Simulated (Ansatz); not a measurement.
# 2H WSe2: elastic constant C11 by level of theory

No measured value is used here.

```json
[
 {"level (code)": "LDA (Ansatz)", "value (GPa)": "(withheld)", "cell (Å³/atom)": "19.54"},
 {"level (code)": "PBEsol (Ansatz)", "value (GPa)": "(withheld)", "cell (Å³/atom)": "20.42"},
 {"level (code)": "PBE-D3(BJ) (Ansatz)", "value (GPa)": "201", "cell (Å³/atom)": "19.84"},
 {"level (code)": "PBE-D4 (Ansatz)", "value (GPa)": "201", "cell (Å³/atom)": "19.91"},
 {"level (code)": "r²SCAN (Ansatz)", "value (GPa)": "189", "cell (Å³/atom)": "21.76"},
 {"level (code)": "r²SCAN+rVV10 (Ansatz)", "value (GPa)": "203", "cell (Å³/atom)": "20.67"}
]
```

Q: Fill in the missing entries.

A: 
- LDA (Ansatz, a quantum-chemistry and plane-wave program), value (GPa): 211
- PBEsol (Ansatz), value (GPa): 196

The crystal itself was run without spin with LDA, PBEsol, PBE-D3(BJ), PBE-D4, r²SCAN, r²SCAN+rVV10; a magnetic state was not tried in these runs. Density-functional levels without +SOC have no spin–orbit coupling. LDA: LDA has no dispersion term either, though it tends to give short spacings of layers, chains or molecules. PBEsol, r²SCAN: the cell comes from a level without a dispersion term, which matters for the spacing of layers, chains or molecules. PBE-D3(BJ), PBE-D4: the dispersion coefficients are held fixed in the derivatives. Each level is taken at its own relaxed cell. Cutoffs differ between the levels. Ansatz's density-functional and Hartree–Fock values are scalar-relativistic unless marked +SOC, with PAW data made under PBE.
